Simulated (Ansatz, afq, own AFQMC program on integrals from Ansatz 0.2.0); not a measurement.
AlSiH, singlet, reference energies and how methods fare

```xyz
3

Si    0.0000   -0.0660    1.2777
Al    0.0000    0.0144   -1.3676
H     0.0000    1.4550    1.0066
```

Geometry: a PBE0/def2-TZVP stationary point, not shown to be a minimum. Basis cc-pVTZ. Noble-gas cores (and the filled d shells of Ga–Kr and In–Xe) are frozen. Integrals, coupled cluster, full CI and functionals: Ansatz 0.2.0; the random walks run on the same integrals in our own AFQMC program. ph-AFQMC/CISD is guided by a CISD state made of CCSD amplitudes; releasing the constraint for a short imaginary time cuts its bias at the price of noise, slowly where states lie close. ± is one standard error of the sampling.

Best estimates are CCSD(T) at the basis-set limit (def2-TZVPP/QZVPP) plus the step from CCSD(T) to the highest rung at hand in cc-pVTZ, named in the table (released AFQMC can keep some 10 meV of bias). No zero-point, core-correlation or spin–orbit terms. Other levels are in cc-pVTZ; a dash marks a level that is missing or breaks spin symmetry for a member.

Cautions: AlSiH (singlet): another spin lies lower, restricted determinant unstable towards unrestricted (UHF 743 meV lower, ⟨S²⟩ 1.16), the released energies are still falling, so no released level is given (meV from the phaseless value at times in 1/Eh: -10 ± 4 at 0.24, -18 ± 3 at 0.51, -31 ± 4 at 0.99, -31 ± 3 at 1.62, -38 ± 5 at 2.40), though the last usable value meets CCSDT(Q) within the noise, CCSDT(Q) on the UHF determinant differs (310 meV lower), perhaps since the unrestricted series falls towards higher spin, its ph-AFQMC/CISD value lies 47 ± 5 meV above CCSDT(Q); AlSiH (triplet): unrestricted determinant slightly spin contaminated (⟨S²⟩ 2.06 against 2.00), its ph-AFQMC/CISD value lies 26 ± 4 meV above CCSDT(Q); row 1: core correlation is missing, and it shifts such a gap most where an s electron is promoted.

```json
{"process": "to charge +0, triplet (vertical)", "CCSD(T) (kcal/mol)": "-9.1"}
{"process": "to free atoms", "CCSD(T) (kcal/mol)": "110.3"}
```

Question: From these values, estimate the best estimates.

Answer: 
```json
{"process": "to charge +0, triplet (vertical)", "best estimate (kcal/mol)": "-8.1", "highest rung": "CCSDT(Q)"}
{"process": "to free atoms", "best estimate (kcal/mol)": "116.8", "highest rung": "CCSDT(Q)"}
```

Errors against the best estimates in kcal/mol, in the same order:

```csv
level,"error, 1","error, 2"
MP2,-2.8,-12.0
CCSD(T),-0.9,-6.5
ph-AFQMC/CISD,-1.4 ± 0.1,-6.4 ± 0.1
CCSD(T)/CBS,0.0,-0.8
```

Cost at the first geometry (cards were shared with other jobs): PBE0/cc-pVTZ, 13 s on 1 thread of AMD EPYC 7R13 Processor (Zen 3) (shared host); RCCSD(T)/cc-pVTZ, 13 s on 1 × NVIDIA H100 80GB HBM3 with 1 thread of AMD EPYC 7R13 Processor (Zen 3), with other jobs on the host; CCSD(T)/def2-QZVPP, 16 s on 1 × NVIDIA H100 80GB HBM3 with 1 thread of AMD EPYC 7R13 Processor (Zen 3), with other jobs on the host; CCSDT(Q), 19 s on 1 × NVIDIA H100 80GB HBM3 with 1 thread of AMD EPYC 7R13 Processor (Zen 3) (shared host); ph-AFQMC/CISD with release, 2.9 min on 1 × NVIDIA H100 80GB HBM3 with 2 threads of AMD EPYC 7R13 Processor (Zen 3), with other jobs on the host.

Best estimates are given only where the step beyond CCSD(T) is under 0.3 eV and no member's determinant is very poor (T1 over 0.05, or 0.07 for open shells, ⟨S²⟩ too high by 0.3, two states mixed), so the hardest cases are missing from such tables.

The functionals ran in a triple-zeta set and keep a basis error of their own, a few kJ/mol for each bond in atomization energies and more for double hybrids, so close places among them and the extrapolated levels can swap.

CCSDT and higher add their correlation energy to the determinant of the CCSD(T) run, since their own runs factorise the integrals more tightly (a shift of under 2 meV). Each member of a difference takes its own highest rung, so a best estimate needn't equal the limit plus the step of one row. A walk keeps the symmetry of its determinant, which the program's search chose and which needn't be the lowest solution, so a lower state of the same spin and another symmetry isn't excluded.
